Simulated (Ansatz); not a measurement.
The input, for Ansatz 0.2.0:

```yaml
crystal:
  periodic: [false, false, false]
  atoms:
    - {symbol: P, position_ang: [-0.009704, -0.000150, -0.035641]}
    - {symbol: H, position_ang: [1.674267, 0.017947, 0.429035]}
    - {symbol: H, position_ang: [-0.700192, 1.166680, 0.331478]}
    - {symbol: H, position_ang: [-0.675868, -1.180022, 0.334723]}
basis:
  gaussian: {orbitals: 6-31G}
total_charge: 1
magnetization: {spin_polarized: false, initial_magnetization: 1}
correlation: {method: fic_mrcisd_q, electrons: valence}
accuracy: high
scf: {lower_state_search: off}
output: {forces: true}
```

```sh
$ ansatz run in.yaml --threads 1 --pin off --events-out ev --progress --plain --max-ram 2393MiB
```

(1) One thing in this input was set wrong on purpose, beside settings that are merely unusual. What is the gravest fault, and what does the program do?

## Answers

(1) Method needs an active space. How the run ends: refused.
```
Error: this correlation method needs an active space: name one as the reference
```
